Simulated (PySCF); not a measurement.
Homolysis of single bonds, series HO-X. Gas-phase values, no solvent. One relaxed conformer stands for each flexible species; it need not be the lowest. Strings in code marks are SMILES.

These are PBE-D3(BJ)/def2-TZVP // B3LYP-D3(BJ)/def2-TZVP run with PySCF 2.14.0 values and carry that method's errors. 

```json
[
 {"species": "radical fragment (`[CH3]`)", "highest occupied spin orbital (eV)": "-5.38", "dipole moment (D)": "0.00"},
 {"species": "whole molecule (`OCC` (C–C–O–H torsion 59°))", "highest occupied spin orbital (eV)": "–", "dipole moment (D)": "–"},
 {"species": "radical fragment (`[CH2]O`)", "highest occupied spin orbital (eV)": "-3.71", "dipole moment (D)": "–"},
 {"species": "radical fragment (`[CH2]C`)", "highest occupied spin orbital (eV)": "-4.55", "dipole moment (D)": "(withheld)"},
 {"species": "radical fragment (`C[CH]O` (C–C–O–H torsion 177°))", "highest occupied spin orbital (eV)": "-3.39", "dipole moment (D)": "–"},
 {"species": "whole molecule (`N#CO`)", "highest occupied spin orbital (eV)": "–", "dipole moment (D)": "3.99"}
]
```

**Question.** Complete the blanks.

**Answer.** 
- radical fragment (`[CH2]C`), dipole moment (D): 0.35
